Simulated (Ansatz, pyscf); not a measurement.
F–CH₂–Cl → :HC–F [singlet] + hydrogen chloride (HCl), a 1,1-elimination on the singlet surface: C–Cl, C–H broken, Cl–H formed. Structures and frequencies: ωB97X-D3(BJ)/def2-SVP in PySCF. Wave-function energies: Ansatz (an electronic-structure program), frozen core, RHF or UHF references. In kJ/mol, from the reactant's lowest minimum found.

Cost: rough CPU time of the saddle's run relative to CCSD(T)/cc-pV(D+d)Z, from one job on a shared machine, with the HF step and its search for lower states.

| level | barrier | reaction energy | cost |
|---|---|---|---|
| ωB97M-D3(BJ)/def2-TZVP | 454.51 | +339.57 | – |
| M06-2X/def2-TZVP | 461.30 | +355.49 | – |
| CCSD(T)/cc-pV(D+d)Z | 460.51 | +316.79 | 1 |
| CCSDT(Q)/cc-pV(D+d)Z | 458.25 | +315.79 | 87 |
| CCSD(T)/cc-pV(T+d)Z | 460.58 | +333.08 | 6 |
| CCSD(T)/cc-pV(Q+d)Z | 461.10 | +339.24 | – |

In cc-pV(D+d)Z, going from CCSD(T) to CCSDT(Q) shifts the barrier by -2.26 and the reaction energy by -1.00 kJ/mol. With HF in the quadruple-zeta basis and the correlation energy extrapolated as X⁻³ from X = 3, 4, CCSD(T) gives 461.69 and +343.99; adding the double-zeta shift gives ΔE‡ = 459.43 and ΔE = +342.99 kJ/mol, without core correlation, relativity or geometry relaxation at these levels. This saddle turned up in a search for another step; its sides and bond changes are read from the two ends of the descent. The same reactants have a lower exit, to •H₂C–F + Cl• (no saddle counted: cutting one bond costs +368.10 kJ/mol at ωB97M-D3(BJ)/def2-TZVP, against +454.51 kJ/mol here). One saddle was located; it need not be the lowest between these sides. A restricted singlet here is unstable towards spin polarisation, as is usual where a triplet lies low; its energy is less safe.
